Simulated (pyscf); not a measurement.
This saddle point was located with ωB97X-D3(BJ)/def2-SVP in PySCF.

```xyz
10

Sn    -2.2793     0.0663    -0.5273
O     -0.7484    -0.3076     0.7379
B      0.5850    -0.5778     0.1664
H     -3.5910     0.3533     0.5158
H     -2.4370    -1.3480    -1.4545
H     -1.8205     1.4325    -1.4321
H      1.1849    -1.5138     0.6435
H      0.7170    -0.2985    -1.0120
F      1.1003     0.7931     1.0510
H      0.0411     0.6151     1.2276
```
Charge 0, spin multiplicity 1.

Surface: singlet, charge 0. Lowest wavenumbers (cm⁻¹): 844i, 72, 91, 171, 435.

Problem. Name the species on either side of this saddle.

Solution. H₂B–O–SnH₃ + hydrogen fluoride (HF) ⇌ HO–SnH₃ + H₂B–F, a four-centre exchange read from left to right: B–O, F–H broken and H–O, B–F formed. At ωB97M-D3(BJ)/def2-TZVP it lies +37.3 kJ/mol from the left side and +33.2 kJ/mol from the right (each side as separated species at their lowest minima found). On the reactant side the descent ends in a bound adduct, 42.1 kJ/mol under the separated species and 79.6 kJ/mol under the saddle at ωB97X-D3(BJ)/def2-TZVP. On the product side the descent ends in an adduct with a B–O contact, 80.2 kJ/mol under the separated species and 111.1 kJ/mol under the saddle at ωB97X-D3(BJ)/def2-TZVP. What is counted as broken (B–O) persists as a longer contact in the product adduct; parting that adduct is a step of its own. The same reactants have a lower exit, to F–SnH₃ + H₂B–OH (barrier +7.7 kJ/mol at ωB97M-D3(BJ)/def2-TZVP, against +37.3 kJ/mol here). This is the saddle that the search found; another between the same sides may lie lower. Elements past Kr carry the def2 core potentials, without spin-orbit coupling.
